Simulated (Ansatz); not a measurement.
# CH4AlN: one molecule under many settings

Aim: run CH4AlN under a spread of inputs, and see what each costs and gives.

Computed with Ansatz 0.2.0, Gaussian basis. Level: the settings change from run to run.

## (1) The molecule

The geometry comes from an earlier relaxation with PBE0-D4 in a triple-zeta def2 set; it is a stationary point, not always the lowest conformer.

SMILES `[CH2]1[NH][AlH]1`, 7 atoms, charge 0, spin multiplicity 1.

Atoms are counted from 1 here; the program's logs count them from 0.

Bond lengths: C1–N2 1.507 Å, C1–Al3 1.919 Å, C1–H4 1.093 Å, C1–H5 1.093 Å, N2–Al3 1.720 Å, N2–H6 1.005 Å, Al3–H7 1.571 Å. Angles: N2–C1–Al3 58.8°, N2–C1–H4 115.4°, N2–C1–H5 115.4°, Al3–C1–H4 122.8°, Al3–C1–H5 122.8°, H4–C1–H5 110.7°, C1–N2–Al3 72.6°, C1–N2–H6 121.0°, Al3–N2–H6 166.4°, C1–Al3–N2 48.6°, C1–Al3–H7 166.1°, N2–Al3–H7 145.3°.

## (2) CAM-B3LYP/def2-mTZVPP

Options: density fitting with def2-universal-jkfit, D3(BJ) with three-body dispersion.

Input file in.yaml:

```yaml
crystal:
  periodic: [false, false, false]
  atoms:
    - {symbol: C, position_ang: [-0.578581, -0.027232, -0.616287]}
    - {symbol: N, position_ang: [-0.125177, 0.516630, 0.714124]}
    - {symbol: Al, position_ang: [1.090303, -0.566768, 0.161325]}
    - {symbol: H, position_ang: [-1.474461, -0.652187, -0.586333]}
    - {symbol: H, position_ang: [-0.645067, 0.705651, -1.424082]}
    - {symbol: H, position_ang: [-0.688567, 1.174837, 1.222789]}
    - {symbol: H, position_ang: [2.482850, -1.218931, 0.482765]}
basis:
  gaussian: {orbitals: def2-mTZVPP, fitting: {mean_field: def2-universal-jkfit}}
hamiltonian: {xc: {name: CAM-B3LYP}, dispersion: d3bjatm}
output: {forces: true}
```

The run is started by

```sh
> ansatz run in.yaml --threads 2 --pin off --events-out ev --progress --plain --max-ram 4352MiB
```

The program printed (excerpt; [...] marks lines left out):

```text
Functional definition: CAM-B3LYP
  name "CAM-B3LYP"
  cite "Yanai, Tew & Handy, Chem. Phys. Lett. 393, 51 (2004) doi:10.1016/j.cplett.2004.06.011"
  cite "Iikura, Tsuneda, Yanai & Hirao, J. Chem. Phys. 115, 3540 (2001) doi:10.1063/1.1383587"
  cite "Becke, Phys. Rev. A 38, 3098 (1988) doi:10.1103/PhysRevA.38.3098"
  cite "Lee, Yang & Parr, Phys. Rev. B 37, 785 (1988) doi:10.1103/PhysRevB.37.785"
  cite "Vosko, Wilk & Nusair, Can. J. Phys. 58, 1200 (1980) doi:10.1139/p80-159"
[...]
  # Exact exchange under (alpha + beta erf(omega r))/r, Becke's under what is left of 1/r.
[...]
352 factors; integrals over basis functions are off by at most 4.0e-1 eV
352 factors; integrals over basis functions are off by at most 7.7e-6 eV
[...]
mean field -9187.32863650 eV, -337.6280999964 hartree, gradient 3.4e-5 eV, S^2 0.000000; 0 other end points of the search recorded, 0 dependent functions left out
[...]
reference -9187.32874969 eV, -337.6281041558 hartree; 15, 15 occupied and 70, 70 virtual orbitals, 352 factors
Total energy: -9187.40874383 eV, -337.6310438863 hartree
Atom 0 at    -0.578581    -0.027232    -0.616287 Å, force    -0.065413    -0.104094    -0.233430 eV/Å
Atom 1 at    -0.125177     0.516630     0.714124 Å, force    -0.055826     0.102032     0.109768 eV/Å
Atom 2 at     1.090303    -0.566768     0.161325 Å, force     0.178252    -0.076445     0.052671 eV/Å
Atom 3 at    -1.474461    -0.652187    -0.586333 Å, force     0.048384     0.058762     0.020476 eV/Å
Atom 4 at    -0.645067     0.705651    -1.424082 Å, force    -0.004373    -0.027505     0.073779 eV/Å
Atom 5 at    -0.688567     1.174837     1.222789 Å, force     0.041351    -0.014781     0.017124 eV/Å
Atom 6 at     2.482850    -1.218931     0.482765 Å, force    -0.142375     0.062031    -0.040388 eV/Å
Dipole moment:     0.166417    -0.087808     0.022254 e Å
```

Run time: 0.85 s. Hardware: 2 threads of Arm Neoverse V2, shared host.

Largest force 0.264 eV/Å, dipole 0.91 D.

## (3) wB97X/ANO-RCC-VTZP

Set apart from the defaults: charge -1, multiplicity 2, restricted open-shell orbitals, atoms shaken by 0.15 Å, the search for lower states set to off.

Input file in.yaml:

```yaml
crystal:
  periodic: [false, false, false]
  atoms:
    - {symbol: C, position_ang: [-0.483781, 0.040756, -0.578517]}
    - {symbol: N, position_ang: [-0.243804, 0.316011, 0.592941]}
    - {symbol: Al, position_ang: [1.356774, -0.755076, 0.082265]}
    - {symbol: H, position_ang: [-1.671804, -0.715087, -0.614954]}
    - {symbol: H, position_ang: [-0.882642, 0.844222, -1.319425]}
    - {symbol: H, position_ang: [-0.675699, 1.093298, 1.106205]}
    - {symbol: H, position_ang: [2.511318, -0.996452, 0.472335]}
basis:
  gaussian: {orbitals: ANO-RCC-VTZP}
total_charge: -1
magnetization: {spin_polarized: false, initial_magnetization: 1}
hamiltonian: {xc: {name: wB97X}}
scf: {lower_state_search: off}
```

Same command.

The program printed (excerpt; [...] marks lines left out):

```text
Functional definition: wB97X
  name "wB97X"
  cite "Chai & Head-Gordon, J. Chem. Phys. 128, 084106 (2008) doi:10.1063/1.2834918"
  cite "Becke, J. Chem. Phys. 107, 8554 (1997) doi:10.1063/1.475007"
[...]
  # The coefficients of nought are those of the uniform gas.
[...]
      + exact_x_lr(omega)
[...]
      + integral(e_c_pw_opposite_spin*poly(b97_u_opposite, 1, cos1, cos2, cos3, cos4))
[...]
1060 factors; their error is unknown
276 factors; integrals over basis functions are off by at most 2.6e-5 eV
[...]
mean field -9196.99947453 eV, -337.9834967390 hartree, gradient 4.8e-6 eV, S^2 0.750000; 0 other end points of the search recorded, 0 dependent functions left out
reference -9196.99943745 eV, -337.9834953760 hartree; 16, 15 occupied and 134, 135 virtual orbitals, 1060 factors
Total energy: -9196.99943745 eV, -337.9834953760 hartree
Relativity: scalar
Checks for a lower state left out: stability, starts, cluster_reference, orbital_swaps, neighbouring_geometries, increment
```

Wall time 8.5 s (2 threads of Arm Neoverse V2, shared host); peak memory 0.4 GiB.

## (4) rPW86-PBE/def2-SVPD

Set apart from the defaults: finite nuclei, rVV10 dispersion.

Input file in.yaml:

```yaml
crystal:
  periodic: [false, false, false]
  atoms:
    - {symbol: C, position_ang: [-0.578581, -0.027232, -0.616287]}
    - {symbol: N, position_ang: [-0.125177, 0.516630, 0.714124]}
    - {symbol: Al, position_ang: [1.090303, -0.566768, 0.161325]}
    - {symbol: H, position_ang: [-1.474461, -0.652187, -0.586333]}
    - {symbol: H, position_ang: [-0.645067, 0.705651, -1.424082]}
    - {symbol: H, position_ang: [-0.688567, 1.174837, 1.222789]}
    - {symbol: H, position_ang: [2.482850, -1.218931, 0.482765]}
basis:
  gaussian: {orbitals: def2-SVPD, nuclear_model: gaussian}
hamiltonian: {xc: {name: rPW86-PBE}, dispersion: rvv10}
output: {forces: true}
```

The command is unchanged.

The program printed (excerpt; [...] marks lines left out):

```text
Functional definition: rPW86-PBE+rVV10
  name "rPW86-PBE+rVV10"
  cite "Murray, Lee & Langreth, J. Chem. Theory Comput. 5, 2754 (2009) doi:10.1021/ct900365q"
  cite "Perdew, Burke & Ernzerhof, Phys. Rev. Lett. 77, 3865 (1996) doi:10.1103/PhysRevLett.77.3865"
  cite "Vydrov & Van Voorhis, J. Chem. Phys. 133, 244103 (2010) doi:10.1063/1.3521275"
  cite "Sabatini, Gorni & de Gironcoli, Phys. Rev. B 87, 041108(R) (2013) doi:10.1103/PhysRevB.87.041108"
  parent "pbe"
[...]
829 factors; their error is unknown
[...]
mean field -9193.70133088 eV, -337.8622921952 hartree, gradient 4.6e-5 eV, S^2 0.000000; 0 other end points of the search recorded, 0 dependent functions left out
[...]
reference -9193.70144438 eV, -337.8622963662 hartree; 15, 15 occupied and 81, 81 virtual orbitals, 829 factors
Total energy: -9193.70144438 eV, -337.8622963662 hartree
Atom 0 at    -0.578581    -0.027232    -0.616287 Å, force    -0.064304    -0.073639    -0.182951 eV/Å
Atom 1 at    -0.125177     0.516630     0.714124 Å, force    -0.217245     0.331248     0.321640 eV/Å
Atom 2 at     1.090303    -0.566768     0.161325 Å, force     0.951826    -0.671404    -0.145816 eV/Å
Atom 3 at    -1.474461    -0.652187    -0.586333 Å, force    -0.388662    -0.266147    -0.003693 eV/Å
Atom 4 at    -0.645067     0.705651    -1.424082 Å, force    -0.039521     0.305540    -0.356328 eV/Å
Atom 5 at    -0.688567     1.174837     1.222789 Å, force    -0.289423     0.383454     0.334970 eV/Å
Atom 6 at     2.482850    -1.218931     0.482765 Å, force     0.047330    -0.009053     0.032179 eV/Å
Dipole moment:     0.122823    -0.056797     0.029376 e Å
```

It took 3.8 s on 2 threads of Arm Neoverse V2, shared host.

Largest force 1.174 eV/Å, dipole 0.67 D.

## (5) wB97M-V/def2-mTZVPP

Options: density fitting with def2-universal-jkfit.

in.yaml: that of step 4 with these lines changed.

```diff
@@ -11,4 +11,3 @@
 basis:
-  gaussian: {orbitals: def2-SVPD, nuclear_model: gaussian}
-hamiltonian: {xc: {name: rPW86-PBE}, dispersion: rvv10}
-output: {forces: true}
+  gaussian: {orbitals: def2-mTZVPP, fitting: {mean_field: def2-universal-jkfit}}
+hamiltonian: {xc: {name: wB97M-V}}
```

The command is unchanged.

The program printed (excerpt; [...] marks lines left out):

```text
Functional definition: wB97M-V
  name "wB97M-V"
  cite "Mardirossian & Head-Gordon, J. Chem. Phys. 144, 214110 (2016) doi:10.1063/1.4952647"
  cite "Becke, J. Chem. Phys. 107, 8554 (1997) doi:10.1063/1.475007"
  cite "Vydrov & Van Voorhis, J. Chem. Phys. 133, 244103 (2010) doi:10.1063/1.3521275"
  # Of w^i u^j: cxij and so on, Table III.
[...]
  gx(w, u) = 1 - cx + cx01*u + cx10*w
  gss(w, u) = css00 + css04*u^4 + css10*w + css20*w^2 + css43*w^4*u^3
  gos(w, u) = cos00 + cos10*w + (cos20 + cos21*u)*w^2 + (cos60 + cos61*u)*w^6
[...]
      + integral(e_c_pw_mod_opposite_spin*gos(b97_w_opposite, b97_u_opposite)) + vv10(b, c)
352 factors; integrals over basis functions are off by at most 4.0e-1 eV
352 factors; integrals over basis functions are off by at most 2.9e-6 eV
[...]
mean field -9186.91511232 eV, -337.6129032630 hartree, gradient 1.4e-5 eV, S^2 0.000000; 0 other end points of the search recorded, 0 dependent functions left out
reference -9186.91515820 eV, -337.6129049492 hartree; 15, 15 occupied and 70, 70 virtual orbitals, 352 factors
Total energy: -9186.91515820 eV, -337.6129049492 hartree
```

Wall time 2.5 s (2 threads of Arm Neoverse V2, shared host).

## (6) MP2/def2-mTZVP

Set apart from the defaults: charge -1, multiplicity 2, correlated electrons set to outside_noble_gas.

in.yaml: that of step 5 with these lines changed.

```diff
@@ -11,3 +11,7 @@
 basis:
-  gaussian: {orbitals: def2-mTZVPP, fitting: {mean_field: def2-universal-jkfit}}
-hamiltonian: {xc: {name: wB97M-V}}
+  gaussian: {orbitals: def2-mTZVP}
+total_charge: -1
+magnetization: {spin_polarized: true, initial_magnetization: 1}
+hamiltonian: {xc: {name: HF}}
+correlation: {method: mp2, electrons: outside_noble_gas}
+output: {forces: true}
```

The command is unchanged.

The program printed (excerpt; [...] marks lines left out):

```text
Functional definition: HF
  name "HF"
  cite "Fock, Z. Phys. 61, 126 (1930) doi:10.1007/BF01340294"
  parent pbe
[...]
669 factors; integrals over basis functions are off by at most 1.1e-3 eV
[...]
mean field -9155.88198451 eV, -336.4724568510 hartree, gradient 3.6e-6 eV, S^2 0.776838; 7 other end points of the search recorded, 0 dependent functions left out
7 core orbitals not correlated: weight in the atoms' cores, before any rotation towards them, 1.000 or more for the frozen orbitals, at most 0.000 for the correlated occupied ones
reference -9155.88198451 eV, -336.4724568510 hartree; 9, 8 occupied and 56, 57 virtual orbitals, 669 factors
second order -10.02906179 eV of doubles, -0.00000000 eV of singles
[...]
Total energy: -9165.91104630 eV, -336.8410180738 hartree
Atom 0 at    -0.578581    -0.027232    -0.616287 Å, force    -0.363976     0.165291    -0.092289 eV/Å
Atom 1 at    -0.125177     0.516630     0.714124 Å, force    -1.173475     0.846660     0.211431 eV/Å
Atom 2 at     1.090303    -0.566768     0.161325 Å, force     1.713728    -1.180855    -0.218160 eV/Å
Atom 3 at    -1.474461    -0.652187    -0.586333 Å, force    -0.118082     0.018594     0.036889 eV/Å
Atom 4 at    -0.645067     0.705651    -1.424082 Å, force    -0.064916     0.105595    -0.016741 eV/Å
Atom 5 at    -0.688567     1.174837     1.222789 Å, force    -0.201507     0.174482     0.082840 eV/Å
Atom 6 at     2.482850    -1.218931     0.482765 Å, force     0.208228    -0.129768    -0.003970 eV/Å
Dipole moment:    -0.554749     0.328785    -0.016302 e Å
```

It took 1.5 s on 2 threads of Arm Neoverse V2, shared host.

Largest force 2.093 eV/Å, ⟨S²⟩ 0.777.

## (7) BLYP/6-31G

This run has density fitting with def2-universal-jkfit.

in.yaml: that of step 6 with these lines changed.

```diff
@@ -11,7 +11,4 @@
 basis:
-  gaussian: {orbitals: def2-mTZVP}
-total_charge: -1
-magnetization: {spin_polarized: true, initial_magnetization: 1}
-hamiltonian: {xc: {name: HF}}
-correlation: {method: mp2, electrons: outside_noble_gas}
+  gaussian: {orbitals: 6-31G, fitting: {mean_field: def2-universal-jkfit}}
+hamiltonian: {xc: {name: BLYP}}
 output: {forces: true}
```

Launched as before.

The program printed (excerpt; [...] marks lines left out):

```text
Functional definition: BLYP
  name "BLYP"
  cite "Becke, Phys. Rev. A 38, 3098 (1988) doi:10.1103/PhysRevA.38.3098"
  cite "Lee, Yang & Parr, Phys. Rev. B 37, 785 (1988) doi:10.1103/PhysRevB.37.785"
[...]
352 factors; integrals over basis functions are off by at most 8.5e-2 eV
[...]
mean field -9184.80148583 eV, -337.5352289223 hartree, gradient 9.2e-6 eV, S^2 0.000000; 0 other end points of the search recorded, 0 dependent functions left out
[...]
reference -9184.80178127 eV, -337.5352397796 hartree; 15, 15 occupied and 24, 24 virtual orbitals, 352 factors
Total energy: -9184.80178127 eV, -337.5352397796 hartree
Atom 0 at    -0.578581    -0.027232    -0.616287 Å, force    -0.967824    -0.045589    -1.031837 eV/Å
Atom 1 at    -0.125177     0.516630     0.714124 Å, force    -0.662413     0.965683     0.908819 eV/Å
Atom 2 at     1.090303    -0.566768     0.161325 Å, force     1.796304    -1.171323    -0.119953 eV/Å
Atom 3 at    -1.474461    -0.652187    -0.586333 Å, force    -0.244543    -0.201156    -0.039578 eV/Å
Atom 4 at    -0.645067     0.705651    -1.424082 Å, force    -0.017448     0.170813    -0.268993 eV/Å
Atom 5 at    -0.688567     1.174837     1.222789 Å, force    -0.142825     0.365610     0.451431 eV/Å
Atom 6 at     2.482850    -1.218931     0.482765 Å, force     0.238748    -0.084039     0.100110 eV/Å
Dipole moment:     0.035166     0.008437     0.048262 e Å
```

Wall time 0.45 s (2 threads of Arm Neoverse V2, shared host).

Largest force 2.148 eV/Å, dipole 0.29 D.

## (8) RPBE/ANO-RCC-VTZP

This run has charge +1, multiplicity 2, restricted open-shell orbitals.

in.yaml: that of step 7 with these lines changed.

```diff
@@ -11,4 +11,5 @@
 basis:
-  gaussian: {orbitals: 6-31G, fitting: {mean_field: def2-universal-jkfit}}
-hamiltonian: {xc: {name: BLYP}}
-output: {forces: true}
+  gaussian: {orbitals: ANO-RCC-VTZP}
+total_charge: 1
+magnetization: {spin_polarized: false, initial_magnetization: 1}
+hamiltonian: {xc: {name: RPBE}}
```

The command is unchanged.

The program printed (excerpt; [...] marks lines left out):

```text
Functional definition: RPBE
  name "RPBE"
  cite "Hammer, Hansen & Nørskov, Phys. Rev. B 59, 7413 (1999) doi:10.1103/PhysRevB.59.7413"
  cite "Perdew, Burke & Ernzerhof, Phys. Rev. Lett. 77, 3865 (1996) doi:10.1103/PhysRevLett.77.3865"
[...]
1039 factors; their error is unknown
[...]
mean field -9193.29900898 eV, -337.8475071382 hartree, gradient 3.0e-6 eV, S^2 0.750000; 3 other end points of the search recorded, 0 dependent functions left out
reference -9193.29905727 eV, -337.8475089126 hartree; 15, 14 occupied and 135, 136 virtual orbitals, 1039 factors
Total energy: -9193.29905727 eV, -337.8475089126 hartree
Relativity: scalar
```

It took 15 s on 2 threads of Arm Neoverse V2, shared host; peak memory 0.44 GiB.

## (9) PBE/6-31G

This run has a point charge of 1.00 e beside it, D3(BJ) dispersion.

in.yaml: that of step 8 with these lines changed.

```diff
@@ -11,5 +11,4 @@
 basis:
-  gaussian: {orbitals: ANO-RCC-VTZP}
-total_charge: 1
-magnetization: {spin_polarized: false, initial_magnetization: 1}
-hamiltonian: {xc: {name: RPBE}}
+  gaussian: {orbitals: 6-31G, point_charges: [{charge: 1.00, position_ang: [5.393, 0.726, -0.971]}]}
+hamiltonian: {xc: {name: PBE}, dispersion: d3bj}
+output: {forces: true}
```

Launched as before.

The program printed (excerpt; [...] marks lines left out):

```text
Functional definition: PBE
  name "PBE"
  cite "Perdew, Burke & Ernzerhof, Phys. Rev. Lett. 77, 3865 (1996) doi:10.1103/PhysRevLett.77.3865"
  parent pbe
[...]
525 factors; integrals over basis functions are off by at most 2.2e-4 eV
[...]
mean field -9178.83412388 eV, -337.3159324155 hartree, gradient 2.4e-5 eV, S^2 0.000000; 0 other end points of the search recorded, 0 dependent functions left out
[...]
reference -9178.83416233 eV, -337.3159338285 hartree; 15, 15 occupied and 24, 24 virtual orbitals, 525 factors
Total energy: -9178.93529804 eV, -337.3196504972 hartree
Atom 0 at    -0.578581    -0.027232    -0.616287 Å, force    -0.917918     0.068715    -0.915946 eV/Å
Atom 1 at    -0.125177     0.516630     0.714124 Å, force    -0.522766     0.957257     0.632304 eV/Å
Atom 2 at     1.090303    -0.566768     0.161325 Å, force     1.252434    -1.184720    -0.112909 eV/Å
Atom 3 at    -1.474461    -0.652187    -0.586333 Å, force    -0.176257    -0.207156     0.007598 eV/Å
Atom 4 at    -0.645067     0.705651    -1.424082 Å, force     0.024230     0.152303    -0.248750 eV/Å
Atom 5 at    -0.688567     1.174837     1.222789 Å, force    -0.181230     0.283916     0.506481 eV/Å
Atom 6 at     2.482850    -1.218931     0.482765 Å, force     0.544515    -0.035248     0.106181 eV/Å
Dipole moment:    -0.238156     0.030130     0.082253 e Å
```

It took 0.55 s on 2 threads of Arm Neoverse V2, shared host.

Largest force 1.728 eV/Å, dipole 1.22 D.

## (10) rPW86-PBE/6-31G*

Set apart from the defaults: a grid of angular degree 47, D3(BJ) dispersion, the search for lower states set to light.

in.yaml: that of step 9 with these lines changed.

```diff
@@ -11,4 +11,4 @@
 basis:
-  gaussian: {orbitals: 6-31G, point_charges: [{charge: 1.00, position_ang: [5.393, 0.726, -0.971]}]}
-hamiltonian: {xc: {name: PBE}, dispersion: d3bj}
-output: {forces: true}
+  gaussian: {orbitals: "6-31G*", final_grid: {core_spheres: 20, valence_spheres: 16, degree: 47}}
+hamiltonian: {xc: {name: rPW86-PBE}, dispersion: d3bj}
+scf: {lower_state_search: light}
```

Same command.

The program printed:

```text
Functional definition: rPW86-PBE
  name "rPW86-PBE"
  cite "Murray, Lee & Langreth, J. Chem. Theory Comput. 5, 2754 (2009) doi:10.1021/ct900365q"
  cite "Perdew, Burke & Ernzerhof, Phys. Rev. Lett. 77, 3865 (1996) doi:10.1103/PhysRevLett.77.3865"
  parent pbe
  exchange = rpw86_x
  correlation = pbe_c
727 factors; their error is unknown
mean field evaluation 1: about -9186.3392 eV, gradient 7.5e1 eV
mean field evaluation 2: about -9076.3803 eV, gradient 1.7e2 eV
mean field evaluation 4: about -9198.7981 eV, gradient 2.2e1 eV
mean field evaluation 8: about -9199.9712 eV, gradient 1.0e-1 eV
mean field evaluation 16: about -9199.9357 eV, gradient 5.4e-5 eV
mean field -9199.93570247 eV, -338.0914011255 hartree, gradient 5.4e-5 eV, S^2 0.000000; 0 other end points of the search recorded, 0 dependent functions left out
reference -9199.93580137 eV, -338.0914047599 hartree; 15, 15 occupied and 42, 42 virtual orbitals, 727 factors
Total energy: -9200.03681843 eV, -338.0951170683 hartree
```

It took 0.9 s on 2 threads of Arm Neoverse V2, shared host.

## (11) All runs side by side

```
                level  charge  multiplicity               geometry  functions  energy (eV)    time
CAM-B3LYP/def2-mTZVPP       0             1                relaxed         85    -9187.409  0.85 s
   wB97X/ANO-RCC-VTZP      -1             2                 shaken        150    -9196.999   8.5 s
  rPW86-PBE/def2-SVPD       0             1                relaxed         96    -9193.701   3.8 s
  wB97M-V/def2-mTZVPP       0             1                relaxed         85    -9186.915   2.5 s
       MP2/def2-mTZVP      -1             2                relaxed         72    -9165.911   1.5 s
           BLYP/6-31G       0             1                relaxed         39    -9184.802  0.45 s
    RPBE/ANO-RCC-VTZP       1             2                relaxed        150    -9193.299    15 s
            PBE/6-31G       0             1  relaxed, point charge         39    -9178.935  0.55 s
     rPW86-PBE/6-31G*       0             1                relaxed         57    -9200.037   0.9 s
```

## (12) What came out

```
                                         quantity                    value
                                             runs                        9
                                         quickest       BLYP/6-31G, 0.45 s
                                          slowest  RPBE/ANO-RCC-VTZP, 15 s
spread of total energies, same state and geometry                  15.2 eV
                  dipole, same state and geometry           0.29 to 0.91 D
```

What this shows: Run time spans a factor of 33, from BLYP/6-31G to RPBE/ANO-RCC-VTZP. The jobs differ in tasks and options as well as level. Total energies at one charge and spin differ by 15 eV between levels, so only differences within one level mean anything. At the PBE0-D4/def2-TZVP geometry and in the same state, runs without warnings or point charges leave forces up to 2.15 eV/Å (BLYP/6-31G).
